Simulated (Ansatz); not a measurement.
A calculation with Ansatz (development build ahead of 0.2.0).

```yaml
crystal:
  periodic: [false, false, false]
  atoms:
    - { symbol: H, position_ang: [-0.00465, -0.06577, -1.50991] }
    - { symbol: C, position_ang: [-0.02798, -0.13933, -0.47775] }
    - { symbol: C, position_ang: [0.02259, 0.04519, 0.88752] }
basis:
  gaussian: { orbitals: def2-SVP }
magnetization:
  spin_polarized: true
  initial_magnetization: 1
hamiltonian:
  xc: hf
correlation:
  method: mp2
  frozen_orbitals: { C: 1, H: 0 }
```

The input is written out in the form of the current development build from the run's settings.

Output:

* Converged: yes
* Reference energy: -76.06809 hartree
* Correlation energy: -0.16475 hartree
* Total energy: -76.23284 hartree
* Spin squared of the determinant: 1.809

Caution: bonds are stretched, where a single reference can fail; the unrestricted determinant is a mixture of spin states.
